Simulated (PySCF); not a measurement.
PySCF input (M06-2X/def2-TZVPD):

```python
from pyscf import gto, scf, dft

mol = gto.M(
    atom='''
    C    -0.30533261   -1.70728978    0.02202826
    C     0.49586612   -0.60667486   -0.00020802
    C    -0.03560035    0.72219420   -0.00712747
    H     0.36628103   -2.59455723    0.02243663
    H     1.59772456   -0.59297275   -0.01500254
    N    -0.41337207    1.81973609   -0.01365582
    ''',
    basis='def2-tzvpd',
    charge=-1,
    spin=0,
    verbose=4,
)

mf = dft.RKS(mol, xc='m062x').density_fit(auxbasis='def2-universal-jkfit')
mf.grids.level = 4
mf.conv_tol = 1e-9
mf.max_cycle = 100
mf.max_memory = 1500
mf.kernel()
if not mf.converged:
    mf = mf.newton()
    mf.kernel(mf.make_rdm1())
mf.analyze()
```

End of the output:

```
Extra cycle  E= -170.201685480058  delta_E= -3.81e-12  |g|= 9.93e-06  |ddm|= 0.000132
converged SCF energy = -170.201685480058
**** SCF Summaries ****
Total Energy =                        -170.201685480057506
Nuclear Repulsion Energy =              82.580935102916840
One-electron Energy =                 -397.779405092641980
Two-electron Energy =                  144.996784509667634
Two-electron Coulomb Energy =          168.934903633127504
DFT Exchange-Correlation Energy =      -23.938119123459877
HOMO-LUMO gap [eV] =                     5.922788169587037
**** MO energy ****
MO #1   energy= -14.5598796870261  occ= 2
MO #2   energy= -10.3907300936146  occ= 2
MO #3   energy= -10.3568808132223  occ= 2
MO #4   energy= -10.3180842566054  occ= 2
MO #5   energy= -0.825728543877148 occ= 2
MO #6   energy= -0.666040896182352 occ= 2
MO #7   energy= -0.488623254063462 occ= 2
MO #8   energy= -0.356123645147264 occ= 2
MO #9   energy= -0.282152910413216 occ= 2
MO #10  energy= -0.252649658860313 occ= 2
MO #11  energy= -0.248072687174511 occ= 2
MO #12  energy= -0.20895759983307  occ= 2
MO #13  energy= -0.117291447841623 occ= 2
MO #14  energy= -0.0565342148777788 occ= 2
MO #15  energy= 0.161124237552166  occ= 0
MO #16  energy= 0.185508613107383  occ= 0
MO #17  energy= 0.199646119898186  occ= 0
MO #18  energy= 0.201089194871608  occ= 0
MO #19  energy= 0.247247730267114  occ= 0
MO #20  energy= 0.268807315992451  occ= 0
MO #21  energy= 0.286522565876678  occ= 0
MO #22  energy= 0.292627670069323  occ= 0
MO #23  energy= 0.301073740821791  occ= 0
MO #24  energy= 0.305684793565857  occ= 0
MO #25  energy= 0.32651228899476   occ= 0
MO #26  energy= 0.338884289515729  occ= 0
MO #27  energy= 0.356451657290023  occ= 0
MO #28  energy= 0.372115000525338  occ= 0
MO #29  energy= 0.38578501531427   occ= 0
MO #30  energy= 0.398612072527491  occ= 0
MO #31  energy= 0.41124463224196   occ= 0
MO #32  energy= 0.412055735459722  occ= 0
MO #33  energy= 0.426577249609854  occ= 0
MO #34  energy= 0.439704461389552  occ= 0
MO #35  energy= 0.442625650792168  occ= 0
MO #36  energy= 0.444340167026096  occ= 0
MO #37  energy= 0.483475990180476  occ= 0
MO #38  energy= 0.50757986991276   occ= 0
MO #39  energy= 0.511997292387253  occ= 0
MO #40  energy= 0.522041001260205  occ= 0
MO #41  energy= 0.542235785092917  occ= 0
MO #42  energy= 0.547915641964965  occ= 0
MO #43  energy= 0.553747905181057  occ= 0
MO #44  energy= 0.556552142830931  occ= 0
MO #45  energy= 0.583352038572168  occ= 0
MO #46  energy= 0.595353901607767  occ= 0
MO #47  energy= 0.600137385091843  occ= 0
MO #48  energy= 0.626851036267396  occ= 0
MO #49  energy= 0.657233011775493  occ= 0
MO #50  energy= 0.67130983832561   occ= 0
MO #51  energy= 0.693272343623154  occ= 0
MO #52  energy= 0.695216833337579  occ= 0
MO #53  energy= 0.700708882292695  occ= 0
MO #54  energy= 0.702150942212867  occ= 0
MO #55  energy= 0.729929069502073  occ= 0
MO #56  energy= 0.757950226062192  occ= 0
MO #57  energy= 0.780612441643145  occ= 0
MO #58  energy= 0.79004263671376   occ= 0
MO #59  energy= 0.790135061988769  occ= 0
MO #60  energy= 0.816914451770311  occ= 0
MO #61  energy= 0.840369978270562  occ= 0
MO #62  energy= 0.880989175131118  occ= 0
MO #63  energy= 0.894806188980282  occ= 0
MO #64  energy= 0.923014574868096  occ= 0
MO #65  energy= 0.943198599726362  occ= 0
MO #66  energy= 0.9471702760536    occ= 0
MO #67  energy= 0.969501353376968  occ= 0
MO #68  energy= 1.0165450607008    occ= 0
MO #69  energy= 1.01817832305628   occ= 0
MO #70  energy= 1.06586805145079   occ= 0
MO #71  energy= 1.07541739105179   occ= 0
MO #72  energy= 1.13567294467428   occ= 0
MO #73  energy= 1.16115940086839   occ= 0
MO #74  energy= 1.17739134552722   occ= 0
MO #75  energy= 1.22092241244415   occ= 0
MO #76  energy= 1.23609142586314   occ= 0
MO #77  energy= 1.33626949880973   occ= 0
MO #78  energy= 1.36773122839731   occ= 0
MO #79  energy= 1.38963005885099   occ= 0
MO #80  energy= 1.4712595474462    occ= 0
MO #81  energy= 1.52458799222502   occ= 0
MO #82  energy= 1.54009410599147   occ= 0
MO #83  energy= 1.59622629993838   occ= 0
MO #84  energy= 1.66193893347117   occ= 0
MO #85  energy= 1.67346555097475   occ= 0
MO #86  energy= 1.71343807092097   occ= 0
MO #87  energy= 1.73212455432834   occ= 0
MO #88  energy= 1.74680438588936   occ= 0
MO #89  energy= 1.80405705720203   occ= 0
MO #90  energy= 1.93463858638282   occ= 0
MO #91  energy= 1.9388949538805    occ= 0
MO #92  energy= 1.97843116896604   occ= 0
MO #93  energy= 2.00848826187995   occ= 0
MO #94  energy= 2.01441152217496   occ= 0
MO #95  energy= 2.03251754193586   occ= 0
MO #96  energy= 2.11799413350137   occ= 0
MO #97  energy= 2.12239950297663   occ= 0
MO #98  energy= 2.14127158519673   occ= 0
MO #99  energy= 2.19170578815211   occ= 0
MO #100 energy= 2.228107891443     occ= 0
MO #101 energy= 2.23949454520077   occ= 0
MO #102 energy= 2.32117563770566   occ= 0
MO #103 energy= 2.38667906866118   occ= 0
MO #104 energy= 2.54259086327503   occ= 0
MO #105 energy= 2.59925121894757   occ= 0
MO #106 energy= 2.62213564639262   occ= 0
MO #107 energy= 2.71523291333819   occ= 0
[...]
```

It need not be the lowest isomer of its formula. Whether it binds its extra electron was not tested at this geometry.
